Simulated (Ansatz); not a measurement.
Geometry optimisation, RKS B3LYP-D4/6-31G* (Ansatz 0.2.0).

Input:

```yaml
crystal:
  periodic: [false, false, false]
  atoms:
    - { symbol: B, position_ang: [0.0, 0.0, 0.0] }
    - { symbol: H, position_ang: [0.0, 0.0, 1.54] }
    - { symbol: "N", position_ang: [1.3423, 0.0, -0.775] }
    - { symbol: H, position_ang: [1.8089, -0.9179, -1.0268] }
    - { symbol: H, position_ang: [1.7937, 0.9179, -1.0532] }
    - { symbol: H, position_ang: [-1.0305, 0.0, -0.595] }
    - { symbol: "N", position_ang: [0.0829, 1.7537, 0.5833] }
    - { symbol: H, position_ang: [0.4765, 1.9752, 1.5423] }
    - { symbol: H, position_ang: [-0.2631, 2.537, -0.0414] }
    - { symbol: H, position_ang: [0.0424, 0.8968, 1.5631] }
basis:
  gaussian: { orbitals: "6-31G*" }
hamiltonian:
  xc: b3lyp
  dispersion: d4
relax:
  f_tol: 0.15
  max_steps: 25
  restrain:
    - { distance: [0, 6], at: 1.55, k: 30.0 }
    - { distance: [9, 1], at: 0.66, k: 30.0 }
    - { distance: [0, 1], at: 2.39, k: 30.0 }
    - { distance: [9, 6], at: 2.26, k: 30.0 }
output:
  orbitals: {}
```

Run as:

```bash
$ ansatz run input.yaml --threads 1 --pin off --max-ram 2048MiB --backend cpu --events-out ev --progress --plain --runs-dir out
```

Where does it end, and by what steps?

The run converged. The restraints hold the end off the free minimum. After 13 steps the energy has fallen by 5.738 eV (the restraints' own energy left out); H8 moved furthest, 1.22 Å.

```json
{"step": "0", "energy less start (eV)": "0.0000", "largest force component (eV/Å)": "5.060", "accepted": "yes"}
{"step": "1", "energy less start (eV)": "-1.6685", "largest force component (eV/Å)": "5.798", "accepted": "yes"}
{"step": "2", "energy less start (eV)": "-3.0617", "largest force component (eV/Å)": "4.640", "accepted": "yes"}
{"step": "3", "energy less start (eV)": "-4.4162", "largest force component (eV/Å)": "3.241", "accepted": "yes"}
{"step": "4", "energy less start (eV)": "-4.9910", "largest force component (eV/Å)": "1.719", "accepted": "yes"}
{"step": "5", "energy less start (eV)": "-5.2360", "largest force component (eV/Å)": "1.262", "accepted": "yes"}
{"step": "6", "energy less start (eV)": "-5.3946", "largest force component (eV/Å)": "1.274", "accepted": "yes"}
{"step": "7", "energy less start (eV)": "-5.6216", "largest force component (eV/Å)": "1.830", "accepted": "yes"}
{"step": "8", "energy less start (eV)": "-5.7120", "largest force component (eV/Å)": "1.999", "accepted": "yes"}
{"step": "9", "energy less start (eV)": "-5.7240", "largest force component (eV/Å)": "1.973", "accepted": "yes"}
{"step": "10", "energy less start (eV)": "-5.7361", "largest force component (eV/Å)": "1.923", "accepted": "yes"}
{"step": "11", "energy less start (eV)": "-5.6060", "largest force component (eV/Å)": "1.709", "accepted": "no"}
{"step": "12", "energy less start (eV)": "-5.7348", "largest force component (eV/Å)": "2.097", "accepted": "no"}
{"step": "13", "energy less start (eV)": "-5.7380", "largest force component (eV/Å)": "1.981", "accepted": "yes"}
```

```xyz
10
Properties=species:S:1:pos:R:3
B 0.122 0.626 -0.359
H 0.084 -0.351 1.838
N 1.360 0.034 -0.677
H 1.421 -0.885 -1.088
H 2.259 0.433 -0.449
H -0.894 0.057 -0.635
N 0.016 1.953 0.294
H 0.805 2.543 0.516
H -0.875 2.412 0.402
H -0.046 0.343 1.895
```

Run time: 29 s on 1 thread of Arm Neoverse V1, with other jobs on the host, peak memory 0.11 GiB.
